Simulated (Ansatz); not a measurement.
```yaml
crystal:
  periodic: [false, false, false]
  atoms:
    - {symbol: F, position_ang: [-1.131683, 0.457154, 2.168565]}
    - {symbol: Mg, position_ang: [-0.551523, 0.197429, 0.581919]}
    - {symbol: S, position_ang: [0.311530, 0.004760, -1.558709]}
    - {symbol: H, position_ang: [1.376116, -0.670388, -1.152306]}
basis:
  gaussian: {orbitals: 6-31G}
magnetization: {spin_polarized: true, initial_magnetization: 6}
hamiltonian: {xc: {name: B97M-V}, pseudopotentials: {relativity: none}}
accuracy: high
scf: {lower_state_search: off}
output: {forces: true}
```

```sh
$ ansatz run in.yaml --threads 4 --pin off --events-out ev --progress --plain --max-ram 10444MiB
```

Shortened log:

```
Functional definition: B97M-V
756 factors; integrals over basis functions are off by at most 4.8e-9 eV
mean field evaluation 1: about -18988.5031 eV, gradient 6.6e0 eV
mean field evaluation 2: about -18987.7432 eV, gradient 8.2e0 eV
mean field evaluation 4: about -18988.8985 eV, gradient 1.7e0 eV
mean field evaluation 8: about -18988.9310 eV, gradient 1.5e0 eV
mean field evaluation 16: about -18989.0429 eV, gradient 2.8e-1 eV
mean field evaluation 32: about -18989.0619 eV, gradient 3.0e-6 eV
mean field -18989.06185073 eV, -697.8351517658 hartree, gradient 8.9e-8 eV, S^2 12.001418; 0 other end points of the search recorded, 0 dependent functions left out
reference -18989.06186888 eV, -697.8351524331 hartree; 22, 16 occupied and 15, 21 virtual orbitals, 756 factors
Total energy: -18989.06186888 eV, -697.8351524331 hartree
Atom 0 at    -1.131683     0.457154     2.168565 Å, force    -2.395856     1.073463     6.115839 eV/Å
Atom 1 at    -0.551523     0.197429     0.581919 Å, force     0.340846    -0.403630    -2.360185 eV/Å
Atom 2 at     0.311530     0.004760    -1.558709 Å, force    -5.017634     3.643957    -5.130322 eV/Å
Atom 3 at     1.376116    -0.670388    -1.152306 Å, force     7.072644    -4.313790     1.374667 eV/Å
Dipole moment:     0.175639     0.001806    -0.621798 e Å
Checks for a lower state left out: stability, starts, cluster_reference, orbital_swaps, neighbouring_geometries, increment
```

(1) Something in this input is off. What?

## Answers

(1) The spin is set far too high for this molecule. The run converged. The result belongs to that input, not to the molecule as meant.
